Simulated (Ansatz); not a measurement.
C₄H₈F₂, SMILES `CC(CF)CF`. Total charge 0; spin multiplicity 1. The structure was optimised at the PBE0-D4/def2-TZVP level. It is one conformer, not always the lowest.

```xyz
14

C    -0.134   -1.460    0.092
C     0.403   -0.042   -0.045
C    -0.182    0.624   -1.272
F     0.401    1.865   -1.471
C     0.150    0.781    1.199
F    -1.210    0.850    1.463
H     0.315   -1.962    0.951
H     0.088   -2.054   -0.797
H    -1.216   -1.455    0.237
H     1.492   -0.076   -0.176
H    -1.259    0.775   -1.159
H     0.005    0.023   -2.166
H     0.515    1.804    1.074
H     0.632    0.327    2.070
```

Question: What is the dipole moment at B3LYP/def2-TZVPP? (Best estimate.)

Answer: The calculation gave: 2.13 D, with components (1.03, -1.87, -0.04) D in this frame, pointing from negative to positive charge.

Question: And with PBE, r2SCAN, ωB97M-V? (An estimate is asked.)

Answer: Computed: PBE 2.00 D, r2SCAN 2.09 D, ωB97M-V 2.12 D.

Question: Give the Mulliken charges with B3LYP, r2SCAN, ωB97M-V in def2-TZVPP. (Estimate.)

Answer: The calculation gave: 
| atom | B3LYP | r2SCAN | ωB97M-V |
| --- | --- | --- | --- |
| C1 | -0.28 | -0.19 | -0.33 |
| C2 | 0.03 | 0.11 | -0.09 |
| C3 | 0.06 | 0.13 | 0.03 |
| F4 | -0.26 | -0.25 | -0.24 |
| C5 | 0.06 | 0.14 | 0.03 |
| F6 | -0.26 | -0.26 | -0.24 |
| H7 | 0.08 | 0.05 | 0.10 |
| H8 | 0.09 | 0.05 | 0.11 |
| H9 | 0.10 | 0.07 | 0.12 |
| H10 | 0.04 | -0.02 | 0.07 |
| H11 | 0.09 | 0.05 | 0.11 |
| H12 | 0.08 | 0.04 | 0.10 |
| H13 | 0.10 | 0.06 | 0.11 |
| H14 | 0.08 | 0.04 | 0.10 |

B3LYP here is the variant with VWN-RPA as its local correlation; programs differ in this.
